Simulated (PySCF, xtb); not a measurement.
CHO, SMILES [CH]=O (connectivity only; charge and spin as stated), charge +1, multiplicity 1.

GFN2-xTB run with xtb at its own geometry gives an orbital gap of 7.20 eV.

Geometry optimised at r2SCAN-D4/def2-TZVPD. The isomer is the one that the SMILES or the coordinates give; other isomers of the formula were not compared.

### Question
What does CAM-B3LYP/def2-TZVPD (PySCF) give? (Estimate from the structure and the level; the computed values follow.)

### Answer
gap 15.53 eV (levels -24.39 and -8.86 eV).
